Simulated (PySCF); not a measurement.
Compound: 2-furanthiol, C4H4OS.
Bonds: S1–C2, C2–C3 (aromatic), C3–C4 (aromatic), C4–C5 (aromatic), C5–O6 (aromatic), C2–O6 (aromatic). Hydrogens: H7 on S1; H8 on C3; H9 on C4; H10 on C5.

The geometry is computed with GFN2-xTB (gas phase).

(1) What internal coordinates does the optimisation give?

Answers

(1) 
```tsv
bond	length (pm)
S1–C2	175.1
C2–C3	136.4
C3–C4	141.8
C4–C5	135.8
C5–O6	135.1
C2–O6	134.6
S1–H7	133.1
C3–H8	107.0
C4–H9	107.0
C5–H10	107.1
```

A selection of angles:
```tsv
angle	degrees
C2–S1–H7	94.0
S1–C2–C3	130.9
S1–C2–O6	117.9
C3–C2–O6	111.1
C2–C3–C4	105.3
C2–C3–H8	126.7
C4–C3–H8	128.0
C3–C4–C5	106.4
C3–C4–H9	126.6
C5–C4–H9	127.0
C4–C5–O6	110.5
C4–C5–H10	132.6
O6–C5–H10	116.9
C2–O6–C5	106.6
```

Dihedral angles: H7–S1–C2–C3 180° (antiperiplanar).

O6 (furan-type oxygen) is bent (angle 106.6°). The C–C distances run from 1.358 Å (C4–C5, aromatic) to 1.418 Å (C3–C4, aromatic), a spread of 0.060 Å. The 6 heavy atoms lie in one plane (0.000 Å rms). The 5-membered ring C2–C3–C4–C5–O6 has internal angles of 105.3° to 111.1° (sum 540°, against 540° for a flat polygon); it is planar, 0.00 Å rms from its mean plane, widest ring torsion 0°.

Point group: Cs (tolerance 0.08 Å). No GFN2-xTB frequencies stand behind this structure, so it isn't proved a minimum. The numbers are those of one conformer (H–S1–C2–C3 180°).
